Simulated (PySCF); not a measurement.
# State search for BF⁺

Unrestricted PBE0; basis B def2-TZVP, F def2-TZVP; no relativity; PySCF 2.14. Outer shells of the fragments: B+ 2s2; F 2s2 2p5.

Followed along the bond (rough minima from three points):

```
2Ms+1   unpaired  ⟨S²⟩ at the start  R at minimum (Å)  Te (eV)
    2        σ ↑               0.75              1.21     0.00
    4  σ ↑, π ↑↑               3.75  none in the scan   ≤ 8.19
```

Solutions found at the starting distance of 1.530 Å, counted from the lowest of them; the search is not exhaustive and high or unbound solutions are not listed, so other states can lie among these:

| 2Ms+1 | unpaired | term | E (eV) | ⟨S²⟩ | ⟨Lz²⟩ | μ (D) |
| --- | --- | --- | --- | --- | --- | --- |
| 2 | σ ↑ | ²Σ⁺ | 0.00 | 0.75 | 0.00 | -5.09 |
| 2 | π ↑ | ²Π | 4.04 | 0.75 | 1.00 | -0.77 |
| 4 | σ ↑, π ↑↑ | mixed | 6.26 | 3.75 | 2.01 | -1.55 |
| 4 | σ ↑, π ↑↑ | mixed | 6.47 | 3.75 | 2.00 | -1.55 |
| 4 | σ ↑↑, π ↑ | ⁴Π | 8.60 | 3.75 | 1.00 | -1.75 |

A term symbol is given only where ⟨S²⟩ and ⟨Lz²⟩ are close to those of a pure state; real π, δ and φ orbitals otherwise mix terms. A positive dipole points towards F; it is taken about the centre of mass and depends on that origin.

Counting both spins, an empty level lies below a filled one in some of these solutions, because spin and occupation are held.
